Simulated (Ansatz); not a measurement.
The input, for Ansatz 0.2.0:

```yaml
crystal:
  periodic: [false, false, false]
  atoms:
    - {symbol: B, position_ang: [0.000000, 0.000000, 0.000000]}
    - {symbol: O, position_ang: [0.000000, 0.000000, 1.200581]}
basis:
  gaussian: {orbitals: 6-31G}
magnetization: {spin_polarized: true, initial_magnetization: 3}
correlation: {method: ccsdtq, electrons: outside_noble_gas}
```

```sh
$ ansatz run in.yaml --threads 1 --pin off --events-out ev --progress --plain --max-ram 2393MiB
```

Log:

```
343 factors; integrals over basis functions are off by at most 7.5e-8 eV
mean field evaluation 1: about -2699.6109 eV, gradient 1.0e1 eV
mean field evaluation 2: about -2699.6239 eV, gradient 1.0e1 eV
mean field evaluation 4: about -2701.0408 eV, gradient 1.8e0 eV
mean field evaluation 8: about -2701.0978 eV, gradient 1.7e-3 eV
mean field evaluation 16: about -2701.5745 eV, gradient 8.6e-1 eV
mean field evaluation 32: about -2701.1098 eV, gradient 2.7e-1 eV
mean field evaluation 64: about -2701.6840 eV, gradient 1.0e-5 eV
mean field evaluation 96: about -2701.6840 eV, gradient 1.3e-3 eV
mean field evaluation 128: about -2701.1896 eV, gradient 1.7e0 eV
mean field evaluation 160: about -2701.6903 eV, gradient 1.2e-1 eV
...
mean field -2701.68398315 eV, -99.2850551137 hartree, gradient 2.2e-6 eV, S^2 3.753361; 12 other end points of the search recorded, 0 dependent functions left out
determinant -2701.68398315 eV, -99.2850551137 hartree, with singles and doubles -2704.71589370 eV, -99.3964757711 hartree
determinant -2701.09784341 eV, -99.2635148754 hartree, with singles and doubles -2703.99172591 eV, -99.3698630959 hartree
determinant -2699.35773294 eV, -99.1995669951 hartree, with singles and doubles -2702.42786058 eV, -99.3123921048 hartree
2 core orbitals not correlated: weight in the atoms' cores, before any rotation towards them, 1.000 or more for the frozen orbitals, at most 0.000 for the correlated occupied ones
reference -2701.68398315 eV, -99.2850551137 hartree; 6, 3 occupied and 10, 13 virtual orbitals, 343 factors
second order -2.64879622 eV of doubles, -0.00000000 eV of singles
...
cycle  18  -3.48674935 eV  change   -7.8e-5 eV  update   6.6e-5
cycle  19  -3.48675993 eV  change   -1.1e-5 eV  update   4.6e-5
cycle  20  -3.48677507 eV  change   -1.5e-5 eV  update   3.5e-5
cycle  21  -3.48678140 eV  change   -6.3e-6 eV  update   2.1e-5
cycle  22  -3.48678487 eV  change   -3.5e-6 eV  update   1.1e-5
cycle  23  -3.48678571 eV  change   -8.4e-7 eV  update   6.0e-6
cycle  24  -3.48678740 eV  change   -1.7e-6 eV  update   3.4e-6
cycle  25  -3.48678943 eV  change   -2.0e-6 eV  update   1.4e-6
cycle  26  -3.48679057 eV  change   -1.1e-6 eV  update   9.7e-7
cycle  27  -3.48679074 eV  change   -1.8e-7 eV  update   1.9e-7
WARN: these amplitudes may be one of several solutions (largest doubles amplitude 0.95, level shift 0.00 eV)
Total energy: -2705.17077390 eV, -99.4131923101 hartree
```

For the same geometry and basis full CI lies 0.7 meV lower. By full CI's occupations no single determinant describes the state well. The program flagged this run's energy as in doubt. The determinant fills πx and πy unequally, so it is a mixture of Σ and Δ.

Ran on 1 thread of Arm Neoverse V1, shared host: 33 s wall, 0.28 GiB peak host memory.
